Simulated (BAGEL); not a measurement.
# C2H7B (BH2Et): HF/3-21G (density fitting with qzvpp-jkfit)

Aim: the vertical electron affinity of C2H7B (BH2Et) at HF/3-21G (density fitting with qzvpp-jkfit), from 2 runs. 

The results are computed with BAGEL 1.2.2.

2 further runs of the same task are left out: 2 that didn't finish.

## (1) The molecule

C2H7B has 10 atoms, charge 0, and is taken as a singlet. SMILES: `[H]B([H])CC`. The coordinates come from a GFN2-xTB relaxation.

Bond lengths: B1–C4 1.575 Å, C4–C5 1.541 Å, B1–H2 1.170 Å, B1–H3 1.169 Å, C4–H6 1.092 Å, C4–H7 1.092 Å, C5–H8 1.088 Å, C5–H9 1.088 Å, C5–H10 1.088 Å. Some angles: B1–C4–C5 108.1°, B1–C4–H6 113.2°, B1–C4–H7 112.6°, C5–C4–H6 107.7°, C5–C4–H7 107.5°, H2–B1–C4 120.0°, H3–B1–C4 120.5°, C4–C5–H8 110.4°, C4–C5–H9 110.6°, C4–C5–H10 110.6°.

## (2) A single-point energy at HF/3-21G (density fitting with qzvpp-jkfit)

File hf.json:

```json
{ "bagel" : [

{
  "title" : "molecule",
  "basis" : "3-21g",
  "df_basis" : "qzvpp-jkfit",
  "angstrom" : "true",
  "geometry" : [
    { "atom" : "B", "xyz" : [       0.618890,       1.165580,       0.551600 ] },
    { "atom" : "H", "xyz" : [       1.788030,       1.159240,       0.515370 ] },
    { "atom" : "H", "xyz" : [       0.047570,       2.183780,       0.484540 ] },
    { "atom" : "C", "xyz" : [      -0.174350,      -0.193390,       0.610760 ] },
    { "atom" : "C", "xyz" : [      -0.334140,      -0.718690,      -0.829460 ] },
    { "atom" : "H", "xyz" : [      -1.172780,      -0.090260,       1.039920 ] },
    { "atom" : "H", "xyz" : [       0.349070,      -0.960890,       1.184490 ] },
    { "atom" : "H", "xyz" : [      -0.877930,      -1.661160,      -0.831080 ] },
    { "atom" : "H", "xyz" : [      -0.883130,      -0.003590,      -1.438210 ] },
    { "atom" : "H", "xyz" : [       0.638770,      -0.880620,      -1.287920 ] }
  ]
},

{ "title" : "hf" },

{ "title" : "print", "file" : "orbitals.molden", "orbitals" : "true" }

]}
```

Run with:

```console
BAGEL_NUM_THREADS=1 BAGEL hf.json > hf.out
```

The log of the run:

```text
* using 1 threads per process

  ===============================================================
  ===============================================================

  *** Geometry ***

  { "atom" : "B", "xyz" : [      1.169533,      2.202627,      1.042373 ] },
  { "atom" : "H", "xyz" : [      3.378887,      2.190646,      0.973908 ] },
  { "atom" : "H", "xyz" : [      0.089894,      4.126746,      0.915648 ] },
  { "atom" : "C", "xyz" : [     -0.329474,     -0.365454,      1.154169 ] },
  { "atom" : "C", "xyz" : [     -0.631433,     -1.358127,     -1.567452 ] },
  { "atom" : "H", "xyz" : [     -2.216233,     -0.170567,      1.965164 ] },
  { "atom" : "H", "xyz" : [      0.659647,     -1.815819,      2.238362 ] },
  { "atom" : "H", "xyz" : [     -1.659047,     -3.139137,     -1.570514 ] },
  { "atom" : "H", "xyz" : [     -1.668874,     -0.006784,     -2.717823 ] },
  { "atom" : "H", "xyz" : [      1.207100,     -1.664131,     -2.433816 ] },

  Number of auxiliary basis functions:      351

  Since a DF basis is specified, we compute 2- and 3-index integrals:
    o Being stored without compression. Storage requirement is 0.005 GB

  Number of basis functions:       41
  Number of electrons      :       24

    * METHOD: MOLECULE                             0.08

  *** RHF ***

  === Nuclear Repulsion ===
    69.1756585149

      * DIIS with orbital gradients will be used.

  === RHF iteration (3-21g) ===
      0       -103.83538217          0.02019626           0.01
      1       -103.88628398          0.00571360           0.01
      2       -103.89139889          0.00198501           0.01
      3       -103.89196604          0.00015482           0.01
      4       -103.89197439          0.00002647           0.01
      5       -103.89197462          0.00000621           0.01
      6       -103.89197463          0.00000168           0.01
      7       -103.89197463          0.00000066           0.01
      8       -103.89197463          0.00000017           0.01
      9       -103.89197463          0.00000005           0.01
     10       -103.89197463          0.00000002           0.01
     11       -103.89197463          0.00000000           0.01
    * SCF iteration converged.

    * Permanent dipole moment:
           (    0.087967,     0.166251,     0.030516) a.u.

    * METHOD: HF                                   0.17

    * METHOD: PRINT                                0.00

  ===============================================================
```

Wall time 0.38 s (1 thread of Arm Neoverse V1, shared host); peak memory 0.082 GiB.

## (3) The doublet anion, same level

File input.json:

```json
{ "bagel": [

{
  "title": "molecule",
  "basis": "3-21g",
  "df_basis": "qzvpp-jkfit",
  "angstrom": true,
  "geometry": [
    { "atom": "B", "xyz": [    0.618890,    1.165580,    0.551600 ] },
    { "atom": "H", "xyz": [    1.788030,    1.159240,    0.515370 ] },
    { "atom": "H", "xyz": [    0.047570,    2.183780,    0.484540 ] },
    { "atom": "C", "xyz": [   -0.174350,   -0.193390,    0.610760 ] },
    { "atom": "C", "xyz": [   -0.334140,   -0.718690,   -0.829460 ] },
    { "atom": "H", "xyz": [   -1.172780,   -0.090260,    1.039920 ] },
    { "atom": "H", "xyz": [    0.349070,   -0.960890,    1.184490 ] },
    { "atom": "H", "xyz": [   -0.877930,   -1.661160,   -0.831080 ] },
    { "atom": "H", "xyz": [   -0.883130,   -0.003590,   -1.438210 ] },
    { "atom": "H", "xyz": [    0.638770,   -0.880620,   -1.287920 ] }
  ]
},
{ "title": "uhf", "charge": -1, "nopen": 1 },
{ "title": "print", "file": "orbitals.molden", "orbitals": true }

]}
```

Run with:

```console
BAGEL_NUM_THREADS=1 BAGEL input.json > input.out
```

The log of the run:

```text
* using 1 threads per process

  ===============================================================
  ===============================================================

  *** Geometry ***

  { "atom" : "B", "xyz" : [      1.169533,      2.202627,      1.042373 ] },
  { "atom" : "H", "xyz" : [      3.378887,      2.190646,      0.973908 ] },
  { "atom" : "H", "xyz" : [      0.089894,      4.126746,      0.915648 ] },
  { "atom" : "C", "xyz" : [     -0.329474,     -0.365454,      1.154169 ] },
  { "atom" : "C", "xyz" : [     -0.631433,     -1.358127,     -1.567452 ] },
  { "atom" : "H", "xyz" : [     -2.216233,     -0.170567,      1.965164 ] },
  { "atom" : "H", "xyz" : [      0.659647,     -1.815819,      2.238362 ] },
  { "atom" : "H", "xyz" : [     -1.659047,     -3.139137,     -1.570514 ] },
  { "atom" : "H", "xyz" : [     -1.668874,     -0.006784,     -2.717823 ] },
  { "atom" : "H", "xyz" : [      1.207100,     -1.664131,     -2.433816 ] },

  Number of auxiliary basis functions:      351

  Since a DF basis is specified, we compute 2- and 3-index integrals:
    o Being stored without compression. Storage requirement is 0.005 GB

  Number of basis functions:       41
  Number of electrons      :       24

    * METHOD: MOLECULE                             0.09

  *** Open-shell HF ***

  === Nuclear Repulsion ===
    69.1756585149

      * DIIS with orbital gradients will be used.

  === UHF iteration (3-21g) ===
      0       -103.71968119          0.04978130           0.02
      1       -103.80888159          0.01520618           0.02
      2       -103.81930185          0.00709230           0.02
      3       -103.82122446          0.00099287           0.02
      4       -103.82146892          0.00018132           0.02
      5       -103.82150604          0.00008441           0.02
      6       -103.82152224          0.00001865           0.02
      7       -103.82152439          0.00000788           0.02
      8       -103.82152502          0.00000271           0.02
      9       -103.82152511          0.00000102           0.02
     10       -103.82152513          0.00000042           0.02
     11       -103.82152514          0.00000025           0.02
     12       -103.82152514          0.00000013           0.02
     13       -103.82152514          0.00000004           0.02
     14       -103.82152514          0.00000002           0.02
     15       -103.82152514          0.00000001           0.02
    * SCF iteration converged.

    * S^2 (UHF) is 0.7621

    * Permanent dipole moment:
           (    0.974104,     1.814647,     0.785437) a.u.

    * METHOD: UHF                                  0.36

    * METHOD: PRINT                                0.00

  ===============================================================
```

It took 0.58 s on 1 thread of Arm Neoverse V1, shared host; peak memory 0.082 GiB.

## (4) What came out

At HF/3-21G (density fitting with qzvpp-jkfit):

| quantity | value |
| --- | --- |
| singlet C2H7B: total energy | -103.89197 Eh |
| singlet C2H7B: dipole moment | 0.48 D |
| singlet C2H7B: HOMO energy | -12.10 eV |
| singlet C2H7B: LUMO energy | 2.79 eV |
| singlet C2H7B: HOMO–LUMO gap | 14.89 eV |
| doublet anion: total energy | -103.82153 Eh |
| doublet anion: ⟨S²⟩ | 0.762 |
| vertical electron affinity (to the doublet anion) | -1.917 eV |

In words: The anion lies 1.92 eV (185 kJ/mol) above the neutral: the electron isn't bound at this level, and such a value depends on the basis. Without diffuse functions anions come out too high. Hartree–Fock misses the correlation that binds many anions.
